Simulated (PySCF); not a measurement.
C2H7PS.
SMILES: `C[PH](C)=S`

Linear response at CAM-B3LYP/def2-SVPD (PySCF, frozen core in the response, non-relativistic). Geometry: PBE0-D3(BJ)/def2-SVP; no solvent, vibrations or thermal averaging.

Static isotropic polarisability: 73.62 au (10.91 Å³), principal values 62.6, 71.5, 86.7 au.

Problem. What is the polarisability at 1064 nm and at the sodium D line?

Solution. 74.40 au at 1064 nm (+1.1 %), 76.27 au at 589.3 nm (+3.6 %). The rise at 589.3 nm is 3.40 times that at 1064 nm; a pure ω² law gives 3.26. The lowest singlet lies at 217 nm, shorter than both wavelengths.

Problem. What is the isotropic C6 coefficient between two such molecules, C6 = (3/π)∫α(iω)² dω?

Solution. 1971 au (Eh·bohr⁶) by a ten-point quadrature over imaginary frequencies, which is 1180 eV·Å⁶ or 114 J·nm⁶/mol.

Problem. Which effective excitation energy ω̄ makes London's formula C6 = (3/4)α²ω̄ exact here?

Solution. ω̄ = 4·C6/(3α²) = 0.485 Eh = 13.2 eV. A one-pole form α(ω) = α/(1 − ω²/ω̄²) fitted to the 1064 nm value gives 11.4 eV.

Problem. What three-body coefficient follows from the one-pole estimate C9 = (3/4)·α·C6?

Solution. 109000 au. This is an estimate from the two numbers above, not a computed integral.

Problem. What n − 1 at the D line would an ideal gas of it have at 273.15 K and 1 atm (2.6868 × 10¹⁹ cm⁻³), by n − 1 = 2π·N·α′?

Solution. 19.08 × 10⁻⁴, a formal value whether or not that pressure can be reached.

Problem. How anisotropic is the static polarisability, by Δα² = ½[(α1 − α2)² + (α2 − α3)² + (α3 − α1)²]?

Solution. Δα = 21.0 au, or 0.29 of the isotropic value.

Problem. How many electrons N does the Slater–Kirkwood formula C6 = (3/4)·√N·α^(3/2) need to give this C6?

Solution. N = (4·C6/3)²/α³ = 17.3; the species has 50 electrons in all.

Problem. The lowest 6 singlets have (eV, f): 5.72, 0.001; 5.90, 0.028; 6.09, 0.061; 6.10, 0.045; 6.33, 0.018; 6.54, 0.047. What share of the static polarisability do they carry in the sum over states α = Σ f/ω²?

Solution. 3.86 au, 5.2 % of α; the largest term, 1.21 au, is that of the state at 6.09 eV. Their oscillator strengths add up to 0.20. Higher states carry the rest.
